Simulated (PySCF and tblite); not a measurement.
C₅H₉F, numbered as in [F:1][CH:2]1[CH2:3][CH2:4][CH2:5][CH2:6]1.

Conformers came from 60 starts (ETKDG and KDG, MMFF94s, GFN2-xTB); geometries are GFN2-xTB. Free energies are PBE0-D3(BJ)/pcSseg-1 (IEF-PCM, chloroform) single points with GFN2-xTB rigid-rotor and vibrational terms (modes under about 100 cm⁻¹ blended into free rotors). Symmetry numbers and mirror images are counted. Conformers within 3 kcal/mol (GFN2-xTB free energy) were kept, 10 at most. GIAO shieldings: PBE0/pcSseg-1 (IEF-PCM, chloroform). Shifts are against TMS (¹H), TMS (¹³C), CFCl3 (¹⁹F) at the same level. Codes: tblite and PySCF.

The 5-ring runs over atoms 2–3–4–5–6. Of a mirror pair one member is shown.

```json
{"conformer": "1", "shape": "5-ring between envelope and twist (ring torsions 37, -41, 29, -6, -19°)", "weight %": "100.0", "dipole D": "2.18"}
```

Task: How do the computed shifts compare with measured ones?

Result: 
```tsv
nucleus	signal	leading conformer	average	measured	medium
¹³C	C2	100.0	100.0	95.5	not stated per compound (mostly CDCl3 or CCl4)
¹³C	C3/C6	39.1	39.1	32.8	not stated per compound (mostly CDCl3 or CCl4)
¹³C	C4/C5	29.8	29.8	22.5	not stated per compound (mostly CDCl3 or CCl4)
```

Measured values: Pretsch, Buehlmann, Badertscher, Structure Determination of Organic Compounds, 4th ed. (2009). Mean difference for ¹³C: 6.03 ppm, scatter 1.16 ppm. The computed shifts are unscaled and lack vibrational corrections.
